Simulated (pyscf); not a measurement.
`[OH][Nb]([OH])([F])([F])[F]` → `[O]=[Nb]([F])([F])[F]` + `[OH2]` (elimination; singlet surface; H–O, Nb–O broken, H–O formed). Optimised with ωB97X-D3(BJ)/def2-SVP in PySCF. Energies in kJ/mol from the reactant's lowest minimum found.

```tsv
level	barrier	reaction energy
ωB97X-D3(BJ)/def2-TZVP	?	+63.0
PBE/def2-TZVP	80.4	+50.1
B3LYP-D3(BJ)/def2-TZVP	?	?
PBE0-D3(BJ)/def2-TZVP	92.4	+61.1
M06-2X/def2-TZVP	98.7	+68.8
ωB97M-D3(BJ)/def2-TZVP	98.1	+56.6
```

Complete the blanks.


- ωB97X-D3(BJ)/def2-TZVP, barrier: 98.6
- B3LYP-D3(BJ)/def2-TZVP, barrier: 98.9
- B3LYP-D3(BJ)/def2-TZVP, reaction energy: +62.2

The functionals in the table span 18.5 kJ/mol in this barrier, from PBE to B3LYP-D3(BJ). On the product side the descent ends in an adduct with a Nb–O contact, 84.0 kJ/mol under the separated species and 119.5 kJ/mol under the saddle at ωB97X-D3(BJ)/def2-TZVP. What is counted as broken (Nb–O) persists as a longer contact in the product adduct; parting that adduct is a step of its own. At the saddle there is also a short H–Nb contact that neither side keeps. One saddle was located; it need not be the lowest between these sides. Elements past Kr carry the def2 core potentials, without spin-orbit coupling.
